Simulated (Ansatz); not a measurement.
# Solid bromine

Level of theory: PBEsol (Ansatz, a program for electronic structure, plane waves, PAW).

Run with plane-wave cutoff 520 eV, 6×6×4 k mesh (along the axes of the cell as run), scalar-relativistic PAW data made under PBE.

Cell (relaxed at this level):

```xyz
4
Lattice="3.6007 -2.0105 0.0000 3.6007 2.0105 0.0000 0.0000 0.0000 8.5405" Properties=species:S:1:pos:R:3 pbc="T T T"
Br     3.6007     1.3925     7.5150
Br     3.6007     0.6180     3.2447
Br     3.6007    -0.6180     5.2957
Br     3.6007    -1.3925     1.0255
```

elastic constant C11: 7.51 GPa
elastic constant C12: 1.89 GPa
elastic constant C13: -0.47 GPa
elastic constant C33: 56.3 GPa
elastic constant C44: 33.6 GPa
elastic constant C66: 3.16 GPa
Voigt–Reuss–Hill bulk modulus: 11.5 GPa
Voigt–Reuss–Hill shear modulus (Hill average): 7.91 GPa
Young modulus: 19.3 GPa
Poisson ratio: 0.221

Note: the cell comes from a level without a dispersion term, which matters for the spacing of layers, chains or molecules.

Elastic constants are with the ions relaxed.

Static lattice: no zero-point or thermal effects.
